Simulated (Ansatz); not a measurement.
Geometry optimisation, Ansatz, RKS BLYP/def2-SVP.

The input (input.yaml):

```yaml
crystal:
  periodic: [false, false, false]
  atoms:
    - { symbol: C, position_ang: [-1.1167, -0.7016, 1.1749] }
    - { symbol: C, position_ang: [-0.1073, -0.0459, 0.237] }
    - { symbol: C, position_ang: [0.274, 1.2103, -0.0771] }
    - { symbol: F, position_ang: [-0.0145, 2.4331, 0.3497] }
    - { symbol: "N", position_ang: [1.2345, 0.8156, -0.9257] }
    - { symbol: C, position_ang: [0.8014, -0.5265, -0.847] }
    - { symbol: H, position_ang: [-1.0174, -1.7403, 1.2175] }
    - { symbol: H, position_ang: [-2.1313, -0.4208, 0.7836] }
    - { symbol: H, position_ang: [-1.0696, -0.2353, 2.2174] }
    - { symbol: H, position_ang: [1.2719, 1.2521, -1.8034] }
    - { symbol: H, position_ang: [-0.59734, 1.84383, -0.24293] }
    - { symbol: H, position_ang: [1.6293, -1.2119, -0.5397] }
basis:
  gaussian: { orbitals: def2-SVP }
hamiltonian:
  xc: blyp
relax:
  f_tol: 0.02
  max_steps: 50
```

Launched with:

```bash
$ ansatz run input.yaml --threads 2 --pin off --max-ram 3072MiB --backend cpu --events-out ev --progress --plain --runs-dir out
```

**Question.** Where does it end, and by what steps?

**Answer.** The run converged. After 12 steps the energy has fallen by 7.756 eV; H11 moved furthest, 0.70 Å. The start is strongly strained (largest force component 11 eV/Å), so its close contacts needn't be bonds. Parted: F4–H11.

```tsv
step	energy less start (eV)	largest force component (eV/Å)	accepted
0	0.0000	11.267	yes
1	-2.7495	6.056	yes
2	-5.3731	3.974	yes
3	-6.7858	2.846	yes
4	-7.3882	3.360	yes
5	-6.6163	5.160	no
6	-7.7009	0.649	yes
7	-7.7395	0.930	yes
8	-7.7523	0.273	yes
9	-7.7501	0.207	no
10	-7.7554	0.033	yes
11	-7.7555	0.045	yes
12	-7.7556	0.011	yes
```

```xyz
12
Properties=species:S:1:pos:R:3
C -1.122 -0.694 1.209
C -0.178 -0.047 0.252
C 0.042 1.402 -0.190
F 0.194 2.364 0.789
N 1.326 0.960 -0.836
C 0.903 -0.383 -0.505
H -0.921 -1.780 1.299
H -2.183 -0.569 0.899
H -1.034 -0.245 2.223
H 1.411 1.182 -1.844
H -0.690 1.792 -0.933
H 1.408 -1.310 -0.818
```

Run time: 35 s on 2 threads of Arm Neoverse V1, with other jobs on the host, peak memory 0.14 GiB.
